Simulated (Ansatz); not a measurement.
The input, for Ansatz 0.2.0:

```yaml
crystal:
  periodic: [false, false, false]
  atoms:
    - {symbol: P, position_ang: [0.083376, -0.053611, 1.938456]}
    - {symbol: P, position_ang: [-0.081498, 0.170512, 0.047191]}
    - {symbol: Si, position_ang: [-0.004878, -0.175241, -2.110820]}
    - {symbol: H, position_ang: [0.078231, 1.290591, -2.202026]}
basis:
  gaussian: {orbitals: STO-3G}
magnetization: {spin_polarized: true, initial_magnetization: 1}
correlation: {method: ccsdtq, electrons: outside_noble_gas}
```

```sh
$ ansatz run in.yaml --threads 1 --pin off --events-out ev --progress --plain --max-ram 2393MiB
```

The program prints:

```
485 factors; integrals over basis functions are off by at most 3.3e-8 eV
mean field evaluation 1: about -26117.8794 eV, gradient 8.0e0 eV
mean field evaluation 2: about -26117.9015 eV, gradient 8.0e0 eV
mean field evaluation 4: about -26118.6891 eV, gradient 2.0e0 eV
mean field evaluation 8: about -26118.9641 eV, gradient 1.3e0 eV
mean field evaluation 16: about -26119.8309 eV, gradient 2.1e-6 eV
mean field evaluation 32: about -26118.2259 eV, gradient 4.7e0 eV
mean field evaluation 64: about -26118.9382 eV, gradient 1.1e-2 eV
mean field evaluation 96: about -26116.8536 eV, gradient 7.3e0 eV
mean field evaluation 128: about -26118.3402 eV, gradient 2.9e-3 eV
mean field evaluation 160: about -26118.9943 eV, gradient 4.9e-2 eV
...
mean field -26119.83092944 eV, -959.8860819998 hartree, gradient 2.1e-6 eV, S^2 1.763372; 11 other end points of the search recorded, 0 dependent functions left out
determinant -26119.83092944 eV, -959.8860819998 hartree, with singles and doubles -26123.40174066 eV, -960.0173068916 hartree
determinant -26118.99143692 eV, -959.8552312184 hartree, with singles and doubles -26123.49775859 eV, -960.0208354856 hartree
determinant -26118.96559546 eV, -959.8542815625 hartree, with singles and doubles -26123.19530293 eV, -960.0097204450 hartree
determinant -26118.34017420 eV, -959.8312977549 hartree, with singles and doubles -26121.83920205 eV, -959.9598846567 hartree
determinant -26116.74258168 eV, -959.7725873128 hartree, with singles and doubles -26119.92066856 eV, -959.8893798516 hartree
determinant -26116.44667796 eV, -959.7617130517 hartree, with singles and doubles -26119.55878155 eV, -959.8760807493 hartree
determinant -26119.83092944 eV, -959.8860819998 hartree, with singles and doubles -26123.49024234 eV, -960.0205592682 hartree
determinant -26118.99143692 eV, -959.8552312184 hartree, with singles and doubles -26123.53415124 eV, -960.0221728906 hartree
determinant -26118.96559546 eV, -959.8542815625 hartree, with singles and doubles -26123.36319574 eV, -960.0158903919 hartree
determinant -26118.93827669 eV, -959.8532776162 hartree, with singles and doubles -26123.48598333 eV, -960.0204027525 hartree
15 core orbitals not correlated: weight in the atoms' cores, before any rotation towards them, 0.999 or more for the frozen orbitals, at most 0.000 for the correlated occupied ones
reference -26119.83092944 eV, -959.8860819998 hartree; 8, 7 occupied and 5, 6 virtual orbitals, 485 factors
second order -2.03409345 eV of doubles, -0.00000000 eV of singles
...
cycle  19  -3.87053965 eV  change   -1.6e-4 eV  update   6.8e-5
cycle  20  -3.87068978 eV  change   -1.5e-4 eV  update   4.7e-5
cycle  21  -3.87076051 eV  change   -7.1e-5 eV  update   2.7e-5
cycle  22  -3.87077991 eV  change   -1.9e-5 eV  update   1.7e-5
cycle  23  -3.87078811 eV  change   -8.2e-6 eV  update   1.3e-5
cycle  24  -3.87079272 eV  change   -4.6e-6 eV  update   8.5e-6
cycle  25  -3.87079386 eV  change   -1.1e-6 eV  update   6.0e-6
cycle  26  -3.87079399 eV  change   -1.3e-7 eV  update   3.8e-6
cycle  27  -3.87079450 eV  change   -5.1e-7 eV  update   2.5e-6
cycle  28  -3.87079357 eV  change    9.2e-7 eV  update   1.6e-6
Total energy: -26123.70172302 eV, -960.0283310399 hartree
```

The T1 diagnostic is 0.096.

Ran on 1 thread of Arm Neoverse V1, shared host: 44 s wall, 0.26 GiB peak host memory.
